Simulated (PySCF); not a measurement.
CH5N, SMILES CN. Geometry: PBE0-D3(BJ)/def2-TZVP.

TDA-PBE/def2-TZVPD in PySCF puts the lowest singlet excitations at 5.18, 6.01, 6.77, 7.18, 7.71, 8.04 eV.

Question: What are the lowest excitation roots from ADC(2)/aug-cc-pVDZ in PySCF? (Estimate from the structure and the level; the computed values follow.)

Answer: 5.48, 6.52, 6.57, 6.97, 7.71, 7.86 eV. S1 differs by 0.30 eV (second minus first; roots are paired by order, and the bases may differ).
